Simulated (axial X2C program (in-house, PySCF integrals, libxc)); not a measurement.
# AlC: EOM-EA-CCSD levels

Wanted for AlC: EOM-EA-CCSD levels, at the two-component level.

Method: two-component X2C with atomic mean-field terms, Al dyall-av3z, C dyall-av3z; program: an in-house X2C program for linear molecules on PySCF integrals.

All values are calculated.

**1. Input**

File task.json:

```json
{"zs": [13, 6], "q": 0, "bas": ["dyall-av3z", "dyall-av3z"], "r0": 1.8, "eom": "ea", "thr": -2.0, "nmax": 92, "grid": [1, 0.96, 1.045, 0.92, 1.09, 1.15]}
```

Keys: zs atomic numbers; q charge; bas basis sets; r0 starting distance in Å; eom kind of EOM run; thr threshold in hartree for freezing inner shells (an s shell follows its p shell); nmax most natural virtual spinors; grid distances as factors.

On the command line:

```console
$ python soeom.py task.json out
```

After this run come: EOM-EA-CCSD at 1.975 Å.

What does the calculation give? Wanted: next root led by one particle; T1 of the reference.

As calculated:

```
                     quantity                            value
       lowest root at 1.975 Å                Ω = 1/2, 8.200 eV
next root led by one particle  Ω = 3/2, about 5110 cm⁻¹ higher
          T1 of the reference                            0.051
```

The added electron is bound by 8.20 eV in a spinor of 52% C pσ, 28% Al pσ, 12% Al sσ. Errors of 0.1 to 0.3 eV are usual at this size, and roots led by higher excitations are left out, so the list is incomplete, and low states of that kind can be missing. T1 or the largest double amplitude of the reference is raised, which lowers the reliability.
